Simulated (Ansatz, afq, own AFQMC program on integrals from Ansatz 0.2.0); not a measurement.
# SiH4 (singlet): quantum Monte Carlo beside coupled cluster at scale of all distances = 1.104, 6-31G, part 2 of 2

Ansatz 0.2.0, Gaussian basis, and an in-house AFQMC program (afq) on its integrals; all values are calculated; 6-31G, frozen cores. Earlier steps stand in the parts before.

## (14) Phaseless AFQMC, single-determinant trial on RHF

It reads the integrals that the CCSD(T) run on this determinant wrote.

Command:

```
afq ham --method phaseless --trial hf --walkers 4000 --populations 20 --least-time 40 --time-step 0.005 --steps-per-block 20 --equilibration-blocks 112 --max-blocks 4000 --target-error 0.0008500000000000001 --factor-cut 1e-05 --seed 8132 --taylor-order 6
```

The program printed:

```text
orbitals 16  electrons 4 4  factors 103 of 268
reference energy -291.14890929 Eh
CCSD correlation -0.09538057 Eh in 9 cycles, weight of the determinant in the CISD state 0.9240
energy of the start -291.148909 Eh
 block  time / (1/Eh)  mean weight  energy / Eh
     1     0.100  1.0002  -291.161636
     2     0.200  1.0004  -291.172250
     3     0.300  1.0003  -291.181258
     4     0.400  1.0005  -291.188943
     5     0.500  1.0004  -291.196116
     6     0.600  1.0005  -291.202442
     7     0.700  1.0004  -291.206609
     8     0.800  1.0003  -291.210621
     9     0.900  1.0001  -291.214634
    10     1.000  1.0003  -291.218165
    11     1.100  1.0000  -291.221006
    16     1.600  1.0000  -291.229367
    21     2.100  1.0000  -291.234322
    26     2.600  1.0001  -291.240742
    31     3.100  1.0001  -291.243027
    36     3.600  0.9999  -291.243365
    41     4.100  0.9998  -291.243864
    46     4.600  0.9998  -291.246138
    51     5.100  0.9999  -291.245652
    56     5.600  1.0000  -291.244437
    61     6.100  0.9999  -291.244869
    66     6.600  1.0000  -291.245850
    71     7.100  0.9999  -291.245723
    76     7.600  0.9999  -291.245525
    81     8.100  0.9999  -291.244319
    86     8.600  1.0000  -291.245671
    91     9.100  1.0000  -291.247108
    96     9.600  1.0001  -291.245056
   101    10.100  1.0002  -291.244352
   106    10.600  1.0000  -291.245630
   111    11.100  0.9997  -291.243014
   116    11.600  0.9999  -291.243902
   121    12.100  1.0001  -291.245071
   126    12.600  1.0000  -291.245229
   131    13.100  0.9999  -291.244594
   136    13.600  1.0000  -291.247244
   141    14.100  0.9999  -291.246193
   146    14.600  1.0001  -291.247576
   151    15.100  1.0000  -291.245566
   156    15.600  1.0000  -291.249177
   161    16.100  1.0000  -291.249008
   166    16.600  1.0000  -291.247089
   171    17.100  1.0001  -291.248537
   176    17.600  0.9999  -291.248830
   181    18.100  1.0001  -291.248630
   186    18.600  1.0000  -291.247393
   191    19.100  0.9999  -291.245487
   196    19.600  1.0000  -291.245582
   201    20.100  1.0000  -291.247553
   206    20.600  1.0000  -291.246192
   211    21.100  1.0000  -291.243535
   216    21.600  1.0000  -291.245699
   221    22.100  0.9999  -291.246110
   226    22.600  1.0000  -291.249819
   231    23.100  1.0000  -291.245360
error from the spread of 20 populations
energy -291.246691 +/- 0.000813 Eh
```

Wall time 22 s (1 × NVIDIA H100 80GB HBM3 with 2 threads of AMD EPYC 7R13 (Zen 3), shared host); peak host memory 1.5 GiB.

Energy -7925.2262 ± 0.0221 eV. Caveats: constraint bias not in the error.

## (15) Free-projection AFQMC, CISD trial on RHF

It reads the integrals that the CCSD(T) run on this determinant wrote.

Command:

```
afq ham --method free --trial cisd --walkers 4000 --time-step 0.03 --max-blocks 4000 --target-error 0.00034 --factor-cut 1e-05 --seed 1274 --times 0,0.3,0.6,1.2,1.8,2.4,3.6,4.8,6 --taylor-order 8
```

The program printed:

```text
orbitals 16  electrons 4 4  factors 103 of 268
reference energy -291.14890929 Eh
CCSD correlation -0.09538057 Eh in 9 cycles, weight of the determinant in the CISD state 0.9240
repeat  energy at the last time / Eh  error
    10  -291.245973  0.000060
    20  -291.245934  0.000033
    30  -291.245980  0.000031
time / (1/Eh)  energy / Eh  error  mean overlap
  0.00  -291.244264  0.000017  1.0822
  0.30  -291.244964  0.000017  1.0811
  0.60  -291.245343  0.000017  1.0803
  1.20  -291.245679  0.000014  1.0825
  1.80  -291.245832  0.000015  1.0824
  2.40  -291.245902  0.000018  1.0832
  3.60  -291.245978  0.000016  1.0828
  4.80  -291.245948  0.000019  1.0876
  6.00  -291.245979  0.000030  1.0882
energy -291.245979 +/- 0.000030 Eh
```

Wall time 11 s (1 × NVIDIA H100 80GB HBM3 with 2 threads of AMD EPYC 7R13 (Zen 3), shared host); peak host memory 1.5 GiB.

Energy -7925.2068 ± 0.0008 eV. Caveats: remainder of the start not in the error.

## (16) UHF

File in.yaml:

```yaml
crystal:
  periodic: [false, false, false]
  atoms:
    - {symbol: Si, position_ang: [0.000000, 0.000000, 0.000000]}
    - {symbol: H, position_ang: [0.944858, 0.948055, 0.945941]}
    - {symbol: H, position_ang: [-0.948944, -0.943284, 0.946620]}
    - {symbol: H, position_ang: [-0.943622, 0.944510, -0.950709]}
    - {symbol: H, position_ang: [0.947708, -0.949281, -0.941852]}
basis:
  gaussian: {orbitals: 6-31G}
magnetization: {spin_polarized: true, initial_magnetization: 0}
hamiltonian: {xc: hf}
output: {orbitals: {seedname: orbitals}}
```

Command:

```
ansatz run in.yaml --threads 1 --pin off --events-out ev --progress --plain --max-ram 16896MiB --backend cuda --devices 0, --max-vram 18GiB
```

The program printed:

```text
Functional definition: HF
  name "HF"
  cite "Fock, Z. Phys. 61, 126 (1930) doi:10.1007/BF01340294"
  parent pbe
  exchange = exact_x
  correlation = 0
268 factors; integrals over basis functions are off by at most 2.1e-4 eV
mean field evaluation 1: about -7922.2878 eV, gradient 4.7e0 eV
mean field evaluation 2: about -7922.2887 eV, gradient 4.8e0 eV
mean field evaluation 4: about -7922.5651 eV, gradient 1.5e-1 eV
mean field evaluation 8: about -7922.5654 eV, gradient 8.4e-6 eV
mean field -7922.56542566 eV, -291.1489092852 hartree, gradient 8.4e-6 eV, S^2 0.000000; 0 other end points of the search recorded, 0 dependent functions left out
reference -7922.56542566 eV, -291.1489092852 hartree; 9, 9 occupied and 12, 12 virtual orbitals, 268 factors
Total energy: -7922.56542566 eV, -291.1489092852 hartree
```

Run time: 1.9 s. Hardware: 1 × NVIDIA H100 80GB HBM3 with 1 thread of AMD EPYC 7R13 (Zen 3), shared host; peak host memory 1.5 GiB.

From the report: ⟨S²⟩ of the determinant 0.000 (pure singlet: 0.00).

## (17) All levels side by side

On the RHF determinant, counted from full CI (exact for this spin and basis):

```
                                                              level  energy (eV)  from full CI (kcal/mol)  statistical error (kcal/mol)  time
                                                                 HF   -7922.5654                   +60.92                                    
                                                                MP2   -7924.4024                   +18.55                                    
                                                               CCSD   -7925.1609                    +1.06                                    
                                                            CCSD(T)   -7925.1928                    +0.33                                    
                                                           CCSDT(Q)   -7925.2066                    +0.01                                    
                                                             CCSDTQ   -7925.2069                     0.00                                    
                                                            full CI   -7925.2070                     0.00                                    
              Phaseless AFQMC, CISD trial, step 0.005, 4000 walkers   -7925.2053                    +0.04                          0.02  25 s
Phaseless AFQMC, single-determinant trial, step 0.005, 4000 walkers   -7925.2262                    -0.44                          0.51  22 s
         Free-projection AFQMC, CISD trial, step 0.03, 4000 walkers   -7925.2068                     0.00                          0.02  11 s
```

The functionals' totals stand on their own zeros and serve differences with other points: PBE -7936.110 eV; r2SCAN -7939.548 eV; PBE0 -7936.845 eV; B3LYP -7941.115 eV; wB97M-V -7939.193 eV; B2PLYP -7935.930 eV.

## (18) Summary of results

The summary covers parts 1 to 2.

| quantity | value |
| --- | --- |
| CCSD(T) on RHF from full CI | +0.33 kcal/mol |
| Phaseless AFQMC, CISD trial on RHF from full CI | +0.04 ± 0.02 kcal/mol |
| Phaseless AFQMC, single-determinant trial on RHF from full CI | -0.44 ± 0.51 kcal/mol |
| Free-projection AFQMC, CISD trial on RHF from full CI | 0.00 ± 0.02 kcal/mol |

In words: On RHF the phaseless walk with the CISD trial lies +0.04 kcal/mol from full CI, within three error bars. Free projection has no constraint; at the last time it gives 0.00 ± 0.02 kcal/mol. Error bars are statistical and leave out the constraint, the time step and what remains of the start.
